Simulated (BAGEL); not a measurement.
# C3H4F2 (SMILES FC1(F)CC1) at HF/cc-pVDZ (density fitting with qzvpp-jkfit)

What is the energy change on altering one bond length of C3H4F2 at HF/cc-pVDZ (density fitting with qzvpp-jkfit)? 

Program for the calculation: BAGEL 1.2.2.

1 further run of the same task is left out (set aside as unsound or not needed).

### Step 1. The system as given

The species is C3H4F2 (9 atoms), meant as a singlet with charge 0. As SMILES, `FC1(F)CC1`. The coordinates come from a PBE0-D4/def2-TZVP relaxation.

Bond lengths: F1–C2 1.343 Å, C2–F3 1.343 Å, C2–C4 1.469 Å, C2–C5 1.469 Å, C4–C5 1.536 Å, C4–H6 1.082 Å, C4–H7 1.082 Å, C5–H8 1.082 Å, C5–H9 1.082 Å. Some angles: F1–C2–F3 109.3°, F1–C2–C4 119.5°, F1–C2–C5 119.5°, F3–C2–C4 119.5°, F3–C2–C5 119.5°, C4–C2–C5 63.1°, C2–C4–C5 58.5°, C2–C5–C4 58.5°, C2–C4–H6 117.6°, C2–C4–H7 117.6°.

### Step 2. A single-point energy at HF/cc-pVDZ (density fitting with qzvpp-jkfit)

The input, calc.json:

```json
{ "bagel": [

{
  "title": "molecule",
  "basis": "cc-pvdz.json",
  "df_basis": "qzvpp-jkfit",
  "angstrom": "true",
  "geometry": [
    { "atom": "F", "xyz": [       1.653500,      -0.826400,       0.516900 ] },
    { "atom": "C", "xyz": [       0.571500,      -0.513600,      -0.214600 ] },
    { "atom": "F", "xyz": [       0.598200,      -1.204400,      -1.366000 ] },
    { "atom": "C", "xyz": [       0.068600,       0.866300,      -0.209800 ] },
    { "atom": "C", "xyz": [      -0.712600,      -0.275800,       0.457400 ] },
    { "atom": "H", "xyz": [       0.564000,       1.577900,       0.437800 ] },
    { "atom": "H", "xyz": [      -0.320000,       1.261000,      -1.139500 ] },
    { "atom": "H", "xyz": [      -1.609500,      -0.624100,      -0.038100 ] },
    { "atom": "H", "xyz": [      -0.725300,      -0.307300,       1.539100 ] }
  ]
},

{
  "title": "hf"
},

{
  "title": "print",
  "file": "orbitals.molden",
  "orbitals": "true"
}

]}
```

The basis set cc-pVDZ is read from a file made from the Basis Set Exchange's data (not shown).

The run is started by

```sh
BAGEL_NUM_THREADS=1 BAGEL calc.json > calc.out
```

The log of the run:

```text
* using 1 threads per process

  ===============================================================
  ===============================================================

  *** Geometry ***

  { "atom" : "F", "xyz" : [      3.124662,     -1.561670,      0.976799 ] },
  { "atom" : "C", "xyz" : [      1.079978,     -0.970563,     -0.405535 ] },
  { "atom" : "F", "xyz" : [      1.130434,     -2.275986,     -2.581366 ] },
  { "atom" : "C", "xyz" : [      0.129635,      1.637070,     -0.396465 ] },
  { "atom" : "C", "xyz" : [     -1.346619,     -0.521186,      0.864361 ] },
  { "atom" : "H", "xyz" : [      1.065806,      2.981799,      0.827322 ] },
  { "atom" : "H", "xyz" : [     -0.604712,      2.382945,     -2.153343 ] },
  { "atom" : "H", "xyz" : [     -3.041514,     -1.179378,     -0.071999 ] },
  { "atom" : "H", "xyz" : [     -1.370618,     -0.580713,      2.908477 ] },

  Number of auxiliary basis functions:      451

  Since a DF basis is specified, we compute 2- and 3-index integrals:
    o Being stored without compression. Storage requirement is 0.029 GB

  Number of basis functions:       90
  Number of electrons      :       40

    * METHOD: MOLECULE                             0.22

  *** RHF ***

  === Nuclear Repulsion ===
   184.9612838012

      * DIIS with orbital gradients will be used.

  === RHF iteration (cc-pvdz.json) ===
      0       -314.57782324          0.01489743           0.06
      1       -314.73563972          0.00812156           0.06
      2       -314.78030858          0.00156609           0.06
      3       -314.78234074          0.00060478           0.06
      4       -314.78252480          0.00007534           0.06
      5       -314.78253181          0.00001876           0.06
      6       -314.78253238          0.00000778           0.06
      7       -314.78253244          0.00000158           0.06
      8       -314.78253245          0.00000044           0.06
      9       -314.78253245          0.00000018           0.06
     10       -314.78253245          0.00000003           0.06
     11       -314.78253245          0.00000001           0.06
     12       -314.78253245          0.00000000           0.06
    * SCF iteration converged.

    * Permanent dipole moment:
           (    0.662020,    -0.599255,    -0.250724) a.u.

    * METHOD: HF                                   0.90

    * METHOD: PRINT                                0.02

  ===============================================================
```

It took 1.3 s on 1 thread of Arm Neoverse V1, shared host; peak memory 0.12 GiB.

### Step 3. The distorted shape, same level

The input, job.json:

```json
{ "bagel": [

{
  "title": "molecule",
  "basis": "cc-pvdz.json",
  "df_basis": "qzvpp-jkfit",
  "angstrom": true,
  "geometry": [
    { "atom": "F", "xyz": [       1.649496,      -0.722804,       0.689571 ] },
    { "atom": "C", "xyz": [       0.567496,      -0.410004,      -0.041929 ] },
    { "atom": "F", "xyz": [       0.598200,      -1.204400,      -1.366000 ] },
    { "atom": "C", "xyz": [       0.064596,       0.969896,      -0.037129 ] },
    { "atom": "C", "xyz": [      -0.716604,      -0.172204,       0.630071 ] },
    { "atom": "H", "xyz": [       0.559996,       1.681496,       0.610471 ] },
    { "atom": "H", "xyz": [      -0.324004,       1.364596,      -0.966829 ] },
    { "atom": "H", "xyz": [      -1.613504,      -0.520504,       0.134571 ] },
    { "atom": "H", "xyz": [      -0.729304,      -0.203704,       1.711771 ] }
  ]
},

{ "title": "hf" },

{ "title": "print", "file": "orbitals.molden", "orbitals": true }

]}
```

The basis set cc-pVDZ is read from a file made from the Basis Set Exchange's data (not shown).

The run is started by

```sh
BAGEL_NUM_THREADS=1 BAGEL job.json > job.out
```

The log of the run:

```text
* using 1 threads per process

  ===============================================================
  ===============================================================

  *** Geometry ***

  { "atom" : "F", "xyz" : [      3.117096,     -1.365902,      1.303100 ] },
  { "atom" : "C", "xyz" : [      1.072412,     -0.774795,     -0.079234 ] },
  { "atom" : "F", "xyz" : [      1.130434,     -2.275986,     -2.581366 ] },
  { "atom" : "C", "xyz" : [      0.122069,      1.832838,     -0.070164 ] },
  { "atom" : "C", "xyz" : [     -1.354185,     -0.325418,      1.190662 ] },
  { "atom" : "H", "xyz" : [      1.058239,      3.177567,      1.153623 ] },
  { "atom" : "H", "xyz" : [     -0.612279,      2.578713,     -1.827042 ] },
  { "atom" : "H", "xyz" : [     -3.049081,     -0.983610,      0.254302 ] },
  { "atom" : "H", "xyz" : [     -1.378185,     -0.384945,      3.234778 ] },

  Number of auxiliary basis functions:      451

  Since a DF basis is specified, we compute 2- and 3-index integrals:
    o Being stored without compression. Storage requirement is 0.029 GB

  Number of basis functions:       90
  Number of electrons      :       40

    * METHOD: MOLECULE                             0.22

  *** RHF ***

  === Nuclear Repulsion ===
   178.9292417188

      * DIIS with orbital gradients will be used.

  === RHF iteration (cc-pvdz.json) ===
      0       -314.52308626          0.01562926           0.06
      1       -314.68456386          0.00979688           0.06
      2       -314.75301337          0.00181010           0.06
      3       -314.75586679          0.00070847           0.06
      4       -314.75617539          0.00010719           0.06
      5       -314.75619210          0.00003968           0.06
      6       -314.75619414          0.00001956           0.06
      7       -314.75619467          0.00000421           0.06
      8       -314.75619470          0.00000174           0.06
      9       -314.75619470          0.00000049           0.06
     10       -314.75619470          0.00000018           0.06
     11       -314.75619470          0.00000007           0.06
     12       -314.75619470          0.00000002           0.06
     13       -314.75619470          0.00000001           0.06
     14       -314.75619470          0.00000000           0.06
    * SCF iteration converged.

    * Permanent dipole moment:
           (    0.739293,    -0.850385,    -0.590175) a.u.

    * METHOD: HF                                   1.01

    * METHOD: PRINT                                0.02

  ===============================================================
```

Wall time 1.4 s (1 thread of Arm Neoverse V1, shared host); peak memory 0.12 GiB.

### Step 4. Summary of results

Level: HF/cc-pVDZ (density fitting with qzvpp-jkfit).

| quantity | value |
| --- | --- |
| first shape: total energy | -314.78253 Eh |
| first shape: dipole moment | 2.36 D |
| first shape: HOMO energy | -11.95 eV |
| first shape: LUMO energy | 5.20 eV |
| first shape: HOMO–LUMO gap | 17.14 eV |
| distorted shape: total energy | -314.75619 Eh |
| distorted shape: dipole moment | 3.23 D |
| distorted shape: HOMO energy | -12.52 eV |
| distorted shape: LUMO energy | 4.86 eV |
| distorted shape: HOMO–LUMO gap | 17.37 eV |
| energy change with the C2–F3 bond stretched from 1.343 to 1.544 Å | 0.717 eV |

**Reading.** With the C2–F3 bond stretched from 1.343 to 1.544 Å the energy rises by 0.72 eV (16.5 kcal/mol). The first shape isn't relaxed at this level, so the change isn't measured from a minimum.
